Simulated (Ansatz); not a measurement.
Worked example: correlation energy of C$_{2}$H$_{5}$N, singlet

Geometry: MP2(full)/6-31G*, from the G2/97 set.

```xyz
8

C    -0.0216   -0.4286    0.7394
N    -0.0216    0.8440    0.0000
C    -0.0216   -0.4286   -0.7394
H     0.9199    1.2370    0.0000
H    -0.9388   -0.6362    1.2800
H    -0.9388   -0.6362   -1.2800
H     0.8863   -0.7396    1.2490
H     0.8863   -0.7396   -1.2490
```

Basis cc-pVDZ; Ansatz 0.2.0. Correlated methods freeze the noble-gas cores, which leaves 18 electrons in 64 orbitals. Prefix R: restricted or restricted open-shell reference.

Full CI isn't at hand for all of this; RCCSDT(Q) serves as the reference, and is uncertain by about the last step of the cluster series.

Runs differ by some tens of microhartree through their thresholds, so steps under 0.03 kcal/mol mean nothing.

```tsv
level	total energy (hartree)
RHF	-133.050314
RMP2	-133.499294
RCCSD	-133.532140
RCCSD(T)	-133.546966
RCCSDT	-133.547447
RCCSDT(Q)	-133.548576
```

**Question.** What is the correlation energy at RCCSDT(Q), and what share of it do RMP2 and RCCSD(T) recover?

**Answer.** E(corr) = -133.548576 − (-133.050314) = -0.498262 hartree = -13.558 eV. RMP2: -0.448980 / -0.498262 = 90.11 %. RCCSD(T): -0.496652 / -0.498262 = 99.68 %.

**Question.** By how many kcal/mol does RCCSD(T) miss RCCSDT(Q) (1 hartree = 627.509 kcal/mol), and which steps make up the rest?

**Answer.** -133.546966 − (-133.548576) = 0.001610 hartree = 1.01 kcal/mol. Steps: RCCSDT − RCCSD(T) = -0.30, RCCSDT(Q) − RCCSDT = -0.71 kcal/mol. Differences between like states or geometries often cancel part of this.
